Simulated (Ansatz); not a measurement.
System: CF₃, net charge 0, doublet state. SMILES: F[C](F)F
Structure (B3LYP-D3(BJ)/def2-TZVP (Ansatz, a first-principles code) minimum search):
```
C
F 1 1.3212
F 1 1.3212 2 111.37
F 1 1.3212 2 111.37 3 -124.97
```
Charge 0, spin multiplicity 2.

Wanted: enthalpy of formation at 298 K, in kcal/mol. Terms: frozen cores in correlated levels; spin-orbit terms left out; UHF or UKS for open shells; dispersion terms only where a functional's name holds one; non-relativistic; LANL2DZ all-electron up to Ne; six Cartesian d functions in 6-31G* and its kin unless marked 5d; 6-311+G** with 5d. CBS marks a two-point X^-3 extrapolation of the correlation energy; Hartree-Fock from the larger set. The bracket is a focal-point correction in the basis named. Ab initio and DFT rows: single points at B3LYP-D3(BJ) geometries (Ansatz), with unscaled harmonic terms from B3LYP/6-31G* at its own minima, enthalpies of formation by atomisation with measured atoms.

Measured values: Active Thermochemical Tables 1.112 (ions: stationary electron), as tabulated in the package chemicals; they hold spin-orbit and core effects, anharmonicity. 

Value to compare with, the measured value: -111.9 kcal/mol.

| level | program | enthalpy of formation at 298 K (kcal/mol) | error |
|---|---|---|---|
| B3LYP/STO-3G | Ansatz | -121.6 | -9.7 |
| B3LYP/3-21G | Ansatz | -95.8 | 16.1 |
| B3LYP/LANL2DZ | Ansatz | -50.1 | 61.8 |
| B3LYP/6-31G | Ansatz | -67.2 | 44.7 |
| B3LYP/6-31G* | Ansatz | -117.8 | -5.9 |
| B3LYP/6-31+G* | Ansatz | -103.6 | 8.3 |
| B3LYP/def2-SVP | Ansatz | -122.8 | -10.9 |
| B3LYP/cc-pVDZ | Ansatz | -108.4 | 3.5 |
| B3LYP/6-311+G** | Ansatz | -101.2 | 10.7 |
| B3LYP/def2-TZVPD | Ansatz | -110.2 | 1.7 |
| RI-MP2/CBS(aug-cc-pVTZ,aug-cc-pVQZ)+[CCSD(T)-MP2]/aug-cc-pVTZ | Ansatz | -112.9 | -1.0 |

Among the 9 habitual levels, B3LYP/LANL2DZ lies farthest from the measured value (61.8 kcal/mol); 6 of 9 lie above it, and their mean absolute error is 19.1 kcal/mol, the median 10.7. One case shows no general order.

The sets are all those run for this method; runs whose electronic state is in doubt are left out.
